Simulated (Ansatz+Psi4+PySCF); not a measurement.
Two shapes of singlet NH3.

Shape 1:

```xyz
4

N     0.0000    0.0000    0.1165
H     0.0000    1.4096   -0.4660
H     0.8138   -0.4699   -0.2718
H    -0.8138   -0.4699   -0.2718
```

Shape 2:

```xyz
4

N     0.0000    0.0000    0.1165
H     0.0000    2.8192   -1.0484
H     0.8138   -0.4699   -0.2718
H    -0.8138   -0.4699   -0.2718
```

Basis set: cc-pVTZ (spherical functions). Left uncorrelated: 1 orbital. Charge 0, multiplicity 1.

Computed with Ansatz (development build ahead of 0.2.0) and Psi4 1.11 and PySCF 2.14.0; each method stands on the lowest determinant of its kind that the runs found.

(1) Which shape is lower in energy, and by how much in each method?

Results:

(1)

```
     method  E(2) − E(1) (eV)
        RHF             5.748
    RHF-MP2             4.042
    UHF-MP2             2.162
   UHF-CCSD             2.500
UHF-CCSD(T)             2.616
```

Shape 1 is lower. Caution for RHF, RHF-MP2: an unrestricted determinant lies well below. Caution for RHF-MP2, UHF-MP2, UHF-CCSD, UHF-CCSD(T): large amplitudes, a single reference is doubtful. Caution for UHF-MP2: another reference gives a lower total. Caution for UHF-MP2, UHF-CCSD, UHF-CCSD(T): the unrestricted determinant is a mixture of spin states; a plain start can end on a higher determinant.
